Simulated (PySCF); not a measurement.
## Frontier orbitals and the lowest excitations

Compound: C₄H₃P.
Structure used (GFN2-xTB), in Å, numbered top down from 1:
```xyz
8
C4H3P angstrom
C     -1.540    0.254    0.117
C     -0.123    0.024    0.021
C      1.074   -0.173   -0.057
C      2.391   -0.390   -0.141
P      3.933   -0.645   -0.237
H     -1.741    1.321    0.218
H     -2.042   -0.117   -0.778
H     -1.944   -0.265    0.987
```

The calculation used TDDFT CAM-B3LYP/def2-SVPD, vertical, gas phase, core orbitals frozen in the response in PySCF.

Frontier orbitals with the atoms that hold most of them (Löwdin shares over 4%, at most four atoms):

| orbital | ε (eV) | atoms |
| --- | --- | --- |
| LUMO+2 | 1.15 | C1 34%, C2 20%, C3 11%, H8 9% |
| LUMO+1 | -0.78 | P5 43%, C4 26%, C2 15%, C3 9% |
| LUMO | -0.78 | P5 43%, C4 26%, C2 15%, C3 9% |
| HOMO | -8.04 | P5 32%, C4 26%, C2 19%, C3 17% |
| HOMO-1 | -8.05 | P5 32%, C4 26%, C2 19%, C3 17% |
| HOMO-2 | -11.17 | C3 32%, C4 29%, C2 18%, P5 12% |
| HOMO-3 | -11.17 | C3 32%, C4 29%, C2 18%, P5 12% |

Within 0.005 eV of a neighbour in this list lie HOMO-3/HOMO-2, HOMO-1/HOMO and LUMO/LUMO+1 (point group found: C3v); within a degenerate set the shares of single atoms can hang on how the components are chosen.

Question: The HOMO–LUMO gap is 7.27 eV. Where does the response calculation put the lowest singlet, and from which orbitals?

Answer: S1 is at 3.18 eV (f = 0.0000), 4.08 eV below the gap, made of HOMO-1/HOMO→LUMO/LUMO+1 (≥96%). 

Next come S2 at 3.48 eV (f 0.0001), HOMO-1/HOMO→LUMO/LUMO+1 (≥94%); S3 at 3.48 eV (f 0.0001), HOMO-1/HOMO→LUMO/LUMO+1 (≥95%); S4 at 6.17 eV (f 0.0000), HOMO-3/HOMO-2→LUMO/LUMO+1 (≥82%); S5 at 6.42 eV (f 2.011), HOMO-1/HOMO→LUMO/LUMO+1 (≥93%).

Orbitals of the list HOMO-3 to LUMO+2 that lie within 0.01 eV of each other are written together with a slash and their weights summed (≥ marks a lower bound); for degenerate orbitals outside that list single weights are arbitrary.

Löwdin shares depend on the basis, the more so with diffuse functions.
